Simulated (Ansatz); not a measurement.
**What a trial cell of CrGaPd3 relaxes into**

These are results of DFT PBE, scalar-relativistic, plane waves, PAW (Ansatz), not measurements. Cutoff 420 eV, Γ-centred k mesh, Gaussian smearing, no spin polarisation in the final step.

CrGaPd3 was placed on the cubic perovskite structure type (Pm-3m, No. 221), with Ga in place of Sr, Cr in place of Ti, Pd in place of O, at a guessed volume.

```yaml
crystal:
  lattice:
    - [4.08745, 0.00000, 0.00000]
    - [0.00000, 4.08745, 0.00000]
    - [0.00000, 0.00000, 4.08745]
  atoms:
    - { symbol: Cr, position: [0.50000, 0.50000, 0.50000] }
    - { symbol: Ga, position: [0.00000, 0.00000, 0.00000] }
    - { symbol: Pd, position: [0.00000, 0.50000, 0.50000] }
    - { symbol: Pd, position: [0.50000, 0.00000, 0.50000] }
    - { symbol: Pd, position: [0.50000, 0.50000, 0.00000] }
```

Steps on the 4×4×4 mesh (5 atoms). 9 of 9 steps are shown, and the free energy counts from the last. Trial steps that were taken back and renewals of the plane-wave basis can be among the rows.

| step | ΔF (meV/atom) | V (Å³/atom) | P (GPa) |
| --- | --- | --- | --- |
| 1 | 924.4 | 13.66 | 73.70 |
| 2 | 276.7 | 15.75 | 30.33 |
| 3 | 57.8 | 17.64 | 8.95 |
| 4 | 28.1 | 18.57 | 1.74 |
| 5 | 26.9 | 18.84 | -0.10 |
| 6 | 3.7 | 18.84 | 2.44 |
| 7 | 0.4 | 19.20 | 0.65 |
| 8 | 0.2 | 19.33 | 0.03 |
| 9 | 0.0 | 19.33 | -0.01 |

A final relaxation ran on a 8×8×8 mesh. The relaxed crystal, Pm-3m (No. 221):

```
Cr Ga Pd
1.0
     4.59121    0.00000    0.00000
     0.00000    4.59121    0.00000
     0.00000    0.00000    4.59121
Cr Ga Pd
1 1 3
Direct
  0.50000 0.50000 0.50000
  0.00000 0.00000 0.00000
  0.00000 0.50000 0.50000
  0.50000 0.00000 0.50000
  0.50000 0.50000 0.00000
```

For CrGaPd3, the volume per atom is 19.36 Å³. The density is 7.57 g/cm³. The energy over the elements is 0.79 eV/atom and the gap on the 8×8×8 mesh is 0 eV (a metal).

Formation energies are uncorrected and refer to the elements' standard structures at the same level.

The final run used a 8×8×8 mesh on its 5-atom cell and 0.10 eV smearing. The k mesh leaves about 4 meV/atom of noise in metals.

Symmetry constrained the relaxation, so the result can be a saddle point.

Cost: 3 runs of about 1.2 core-minutes in all, on Arm Neoverse V1 (shared hosts).